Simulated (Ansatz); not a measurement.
Isolated molecules relaxed with PBE0-D4/def2-TZVP in Ansatz; ΔE leaves out vibrations. CCSD(T)/CBS is extrapolated from def2-TZVPP and def2-QZVPP, frozen cores. DFT in def2-TZVPP. B3LYP here is the variant with VWN-RPA as its local correlation; programs differ in this. HSE06 is defined as in plane-wave codes. Open shells (•) are unrestricted, without spin–orbit coupling. Spin–orbit coupling would lower the free atoms: a little for F.

Reaction (homolysis of the F–Si bond): `F[SiH2]F` → F• + `F[SiH2]`•

```csv
level,ΔE (kJ/mol),difference from CCSD(T)/CBS
LDA (SPW92),753.2,67.7
revPBE-D4,640.8,-44.7
PBE0-D4,649.7,-35.8
B3LYP-D4,657.8,-27.7
BHLYP-D4,638.7,-46.8
CAM-B3LYP-D4,670.9,-14.6
ωB97X-V,671.3,-14.2
ωB97M-V,676.9,-8.6
PBE-QIDH,662.2,-23.3
revPBE,634.7,-50.8
BLYP,655.3,-30.2
r2SCAN,658.3,-27.2
PBE0,648.2,-37.3
r2SCANh,652.0,-33.5
HSE06,648.7,-36.8
BHLYP,636.6,-48.9
CAM-B3LYP,669.4,-16.1
HF/def2-SVP,493.5,-192.0
CCSD/def2-SVP,619.2,-66.3
CCSD(T)/def2-SVP,623.0,-62.5
HF/def2-TZVPP,515.6,-169.9
MP2/def2-TZVPP,697.3,11.8
SCS-MP2/def2-TZVPP,683.1,-2.4
CCSD/def2-TZVPP,656.2,-29.3
CCSD(T)/def2-TZVPP,665.0,-20.5
CCSD/def2-QZVPP,667.9,-17.6
CCSD(T)/def2-QZVPP,677.8,-7.7
HF/CBS(def2),518.7,-166.8
CCSD/CBS(def2),674.9,-10.6
HF/cc-pV(D+d)Z,474.7,-210.8
MP2/cc-pV(D+d)Z,634.9,-50.6
CCSD/cc-pV(D+d)Z,600.7,-84.8
CCSD(T)/cc-pV(D+d)Z,605.3,-80.2
HF/cc-pV(T+d)Z,514.0,-171.5
MP2/cc-pV(T+d)Z,695.8,10.3
CCSD/cc-pV(T+d)Z,654.6,-30.9
MP2/cc-pV(Q+d)Z,711.0,25.5
CCSD/cc-pV(Q+d)Z,668.9,-16.6
CCSD(T)/cc-pV(Q+d)Z,678.8,-6.7
CCSD(T)/CBS(cc),687.5,2.0
CCSD(T)/CBS,685.5,0
```

Largest T1 diagnostic among the species: 0.014.

From r2SCAN to r2SCAN0 (25 % exact exchange), in def2-TZVPP and without D4, ΔE moves by −15.5 kJ/mol: exact exchange takes away binding that semilocal exchange gives to molecules. Leaving LDA and LC-ωPBE aside and taking each functional with its dispersion term where it has one, the values spread over 38.2 kJ/mol, from BHLYP-D4 to ωB97M-V. LDA lies +90.7 kJ/mol from PBE without D4, its usual overbinding. In def2-TZVPP, CCSD(T) changes the Hartree–Fock value by +149.5 kJ/mol (the triples alone add +8.8 kJ/mol) and MP2 by +181.7 kJ/mol; breaking electron pairs costs correlation energy, which Hartree–Fock lacks.

CCSD(T)/CBS has its own doubt, a few kJ/mol and more with outer-core shells, so smaller differences from it don't rank the levels.
